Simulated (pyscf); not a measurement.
Structures and frequencies: ωB97X-D3(BJ)/def2-SVP in PySCF. Correlated levels are frozen-core, on RHF or UHF. ΔMP2 is the change of the MP2 total energy from the triple- to the quadruple-zeta basis.

Problem. How much does it cost (ΔH, 298 K, CCSD(T)/def2-TZVPP + ΔMP2(QZVPP)) to split F–Al(F)–Cl (SMILES [F][Al]([F])[Cl]) at its Al–Cl bond into [F–Al–F]• + Cl•?

Solution. Al–Cl to [F–Al–F]• + Cl•: 5.06 eV. The radicals are drawn with the spin at the cut bond; how far it spreads was not checked. The CCSD(T) − MP2 part came from Ansatz, without density fitting, on the same reference. Left out: the spin-orbit lowering of Cl.
